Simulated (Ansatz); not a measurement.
We consider bcc Ta, described by r²SCAN in Ansatz (plane waves, PAW).

A relaxed, unreconstructed slab of the (211) face has 12 atoms, two equal faces of 13.386 Å² each and an energy of -119326.9234 eV. A bulk cell of 6 atoms with the same orientation and in-plane k mesh has -59665.9121 eV. Energies are extrapolated to zero smearing.

Settings: plane-wave cutoff 500 eV, 12×20×1 k mesh (along the axes of the cell as run), Fermi–Dirac smearing 0.1 eV, scalar-relativistic PAW data made under PBE.

Worked out: γ = (E_slab − N E_bulk per atom)/2A = [-119326.9234 − 12 × (-59665.9121/6)]/(2 × 13.386) = 0.1831 eV/Å². With 16.022 J/m² per eV/Å² this is 2.93 J/m², or 2.45 eV per surface cell and face.

Ansatz is an electronic-structure program.
